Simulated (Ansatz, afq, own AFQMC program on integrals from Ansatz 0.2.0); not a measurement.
## Si, triplet: AFQMC among the cluster methods

A free Si atom.

Basis def2-TZVPP. Only valence electrons are correlated. Integrals, coupled cluster, full CI and functionals: Ansatz 0.2.0; the random walks run on the same integrals in our own AFQMC program. ph-AFQMC/CISD is guided by a CISD state made of CCSD amplitudes; releasing the constraint for a short imaginary time cuts its bias at the price of noise, slowly where states lie close. Free AFQMC starts from the CCSD state and is never constrained. Its projection time is finite, and what remains of the start isn't in its error. ± is one standard error of the sampling.

Determinant: UHF, the one that the program's search chose, which needn't be the lowest solution.

Full CI on the same integrals is exact in this basis and with this determinant's frozen core.

```
T1 diagnostic                               : 0.0118
weight of the determinant in the CISD state : 0.932
⟨S²⟩ of the determinant                     : 2.015
size of the correlated space                : 4 electrons in 37 orbitals
```

Reference: full CI, correlation energy -2.114 eV. The released energy is read at 1.50 1/Eh (meV from the phaseless value at times in 1/Eh: -1.2 ± 1.4 at 0.24, -2.7 ± 1.0 at 0.50, -5.0 ± 0.7 at 1.00, -5.1 ± 0.6 at 1.50).

| level | E − E(reference) (kcal/mol) | share of correlation (%) |
| --- | --- | --- |
| HF | 48.76 | 0.00 |
| MP2 | 13.59 | 72.12 |
| CCSD | 2.09 | 95.71 |
| CCSD(T) | 0.53 | 98.92 |
| CCSDT | 0.05 | 99.90 |
| CCSDT(Q) | 0.01 | 99.98 |
| ph-AFQMC/HF | 2.53 ± 0.23 | 94.81 |
| ph-AFQMC/CISD | 0.15 ± 0.04 | 99.69 |
| released AFQMC | 0.03 ± 0.01 | 99.93 |
| free AFQMC | 0.00 ± 0.02 | 100.01 |

CCSDT and higher add their correlation energy to the determinant of the CCSD(T) run, since their own runs factorise the integrals more tightly (a shift of under 2 meV). Free projections are given only where their last times agree within the noise and don't stop above the reference; a slow remainder of the start can still hide under it. A walk keeps the symmetry of its determinant, which the program's search chose and which needn't be the lowest solution, so a lower state of the same spin and another symmetry isn't excluded. Released energies are given only where the last usable release times agree within the noise; a slower fall can still hide under it.
